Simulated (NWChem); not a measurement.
## Correlation energy of OS

```xyz
2

O      0.0000     0.0000     1.0012
S      0.0000     0.0000    -0.5006
```
Charge 0, spin multiplicity 3.

Everything below was run with NWChem. The geometry was optimised at UPBE0/def2-SVP, a minimum by its harmonic frequencies.

Basis set: cc-pVDZ. Each correlation energy counts from its own Hartree-Fock reference.

| method | correlation energy (mHa) |
|---|---|
| URI-MP2 | -294.1 |
| UMP2 | -294.0 |
| SCS-UMP2 | -277.3 |
| CCSD on UHF | -305.6 |
| CCSD[T] on UHF | -316.2 |
| CCSD(T) on UHF | -315.4 |
| CCSD on ROHF | -319.9 |
| CCSD[T] on ROHF | -332.0 |
| CCSD(T) on ROHF | -331.2 |
| CCSDT on ROHF | -331.1 |

The values span 54.7 mHa, from CCSD[T] on ROHF (lowest) to SCS-UMP2 (highest). 

The correlated methods keep 6 core orbitals frozen. The structure started from a generated list of species. The unpaired electrons of the parent sit in orbitals of symmetry b1 and b2 (C2v labels of the run); other states weren't searched. No SCF solution was tested for a lower state. Open-shell Hartree-Fock references start from PBE0 orbitals. Coupled-cluster values serve here as a point of comparison, not as the truth.
